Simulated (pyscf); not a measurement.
## Elimination: HS–GeH₃ → S=GeH₂ + H₂

Gas phase, singlet surface, charge 0. Bonds broken: S1–H3, Ge2–H5. Bonds formed: H3–H5. PySCF, gas phase, ωB97X-D3(BJ)/def2-SVP geometries.

Transition state (Å):

```xyz
6

S      0.5089    -1.1239    -0.6662
Ge    -1.0195     0.3204    -0.4181
H     -0.7876    -1.0303     0.6935
H     -2.3551     0.2642    -1.1737
H     -1.5590    -0.5447     1.0663
H     -0.7782     1.6910     0.2309
```

One imaginary mode, 1489i cm⁻¹; descent along it reached the two sides named.

| bond | change | reactant side (Å) | saddle | product side |
|---|---|---|---|---|
| S1–H3 | breaks | 1.349 | 1.881 | 3.8 |
| Ge2–H5 | breaks | 1.535 | 1.801 | 3.0 |
| H3–H5 | forms | 3.2 | 0.985 | 0.761 |

Electronic energies relative to the reactant's lowest minimum found (eV):

| level | barrier | reaction energy | reverse barrier |
|---|---|---|---|
| ωB97X-D3(BJ)/def2-TZVP | 2.73 | +1.53 | 1.20 |
| PBE/def2-TZVP | 2.33 | +1.28 | 1.05 |
| r²SCAN/def2-TZVP | 2.46 | +1.38 | 1.08 |
| B3LYP-D3(BJ)/def2-TZVP | 2.58 | +1.32 | 1.26 |
| PBE0-D3(BJ)/def2-TZVP | 2.51 | +1.48 | 1.03 |
| M06-2X/def2-TZVP | 2.56 | +1.33 | 1.22 |
| ωB97M-D3(BJ)/def2-TZVP | 2.67 | +1.45 | 1.22 |
| HF/def2-TZVP | 3.13 | +1.52 | 1.61 |

With ωB97M-D3(BJ)/def2-TZVP energies and thermal terms (ideal gas, 1 atm, RRHO with modes under 100 cm⁻¹ raised to 100, one conformer, R ln 2 for chiral ones without a mode under 150 cm⁻¹), in eV:

```json
[
 {"T (K)": "298", "ΔH‡": "2.56", "ΔG‡": "2.60", "ΔH": "+1.32", "ΔG": "+1.00"},
 {"T (K)": "600", "ΔH‡": "2.54", "ΔG‡": "2.64", "ΔH": "+1.34", "ΔG": "+0.66"},
 {"T (K)": "900", "ΔH‡": "2.52", "ΔG‡": "2.70", "ΔH": "+1.33", "ΔG": "+0.33"},
 {"T (K)": "1200", "ΔH‡": "2.50", "ΔG‡": "2.77", "ΔH": "+1.31", "ΔG": "0.00"}
]
```

At the saddle there is also a short Ge–H contact that neither side keeps. The same reactants have a lower exit, to H₂S + GeH₂ [singlet] (barrier +2.34 eV at ωB97M-D3(BJ)/def2-TZVP, against +2.67 eV here). S=GeH₂ lies 0.40 eV over its isomer HS–GeH: [singlet] (electronic energy, ωB97M-D3(BJ)/def2-TZVP). This is the saddle that the search found; another between the same sides may lie lower. Elements up to Kr have no core potential and no relativistic terms here.
